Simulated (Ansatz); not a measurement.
Reaction (SMILES): CCCCl + 2 C (CH4) → 2 CC (C2H6) [ethane] + CCl (CH3Cl)

Wanted: bond separation energy (electronic), in kcal/mol. Terms: LANL2DZ with its own core potentials from Na on; 6-311+G** with 5d, 6d on Na to Ar in Ansatz (an electronic-structure program); 6-31G* and kin with 6d, 5d where marked; no spin-orbit coupling; non-relativistic; dispersion terms only where a functional's name holds one; frozen cores in correlated levels. Basis-set limits of correlation are two-point, X^-3; Hartree-Fock from the larger set. The bracket is a focal-point correction in the basis named. First-principles rows: single points at B3LYP-D3(BJ) geometries (Ansatz).

Coupled cluster (Ansatz) is a level with limits of its own, used here on species with T1 under 0.025 (0.045 for open shells) and stable references: RI-MP2/CBS(cc-pV(T+d)Z,cc-pV(Q+d)Z)+[CCSD(T)-MP2]/cc-pV(T+d)Z.

Value to compare with, RI-MP2/CBS(cc-pV(T+d)Z,cc-pV(Q+d)Z)+[CCSD(T)-MP2]/cc-pV(T+d)Z (Ansatz): 6.5 kcal/mol.

```json
[
 {"level": "B3LYP/STO-3G", "program": "Ansatz", "bond separation energy (electronic) (kcal/mol)": "3.5", "difference": "-3.0"},
 {"level": "B3LYP/3-21G", "program": "Ansatz", "bond separation energy (electronic) (kcal/mol)": "6.8", "difference": "0.3"},
 {"level": "B3LYP/LANL2DZ", "program": "Ansatz", "bond separation energy (electronic) (kcal/mol)": "6.5", "difference": "0.0"},
 {"level": "B3LYP/6-31G", "program": "Ansatz", "bond separation energy (electronic) (kcal/mol)": "5.7", "difference": "-0.8"},
 {"level": "B3LYP/6-31G*", "program": "Ansatz", "bond separation energy (electronic) (kcal/mol)": "4.7", "difference": "-1.8"},
 {"level": "B3LYP/6-31+G*", "program": "Ansatz", "bond separation energy (electronic) (kcal/mol)": "4.9", "difference": "-1.6"},
 {"level": "B3LYP/6-31G**", "program": "Ansatz", "bond separation energy (electronic) (kcal/mol)": "4.8", "difference": "-1.7"},
 {"level": "B3LYP/def2-SVP", "program": "Ansatz", "bond separation energy (electronic) (kcal/mol)": "4.9", "difference": "-1.6"},
 {"level": "B3LYP/cc-pVDZ", "program": "Ansatz", "bond separation energy (electronic) (kcal/mol)": "4.6", "difference": "-1.9"},
 {"level": "B3LYP/6-311+G**", "program": "Ansatz", "bond separation energy (electronic) (kcal/mol)": "5.0", "difference": "-1.5"},
 {"level": "B3LYP/def2-TZVPD", "program": "Ansatz", "bond separation energy (electronic) (kcal/mol)": "4.6", "difference": "-1.9"}
]
```

Among the 10 habitual levels, B3LYP/STO-3G lies farthest from RI-MP2/CBS(cc-pV(T+d)Z,cc-pV(Q+d)Z)+[CCSD(T)-MP2]/cc-pV(T+d)Z (Ansatz) (-3.0 kcal/mol); 1 of 10 lie above it, and their mean absolute difference is 1.4 kcal/mol, the median 1.6. One case shows no general order.

The sets are all those run for this method; left out are runs that failed, that the program found above a lower state of the same kind, or whose <S^2> lies over 0.5 above the pure value.
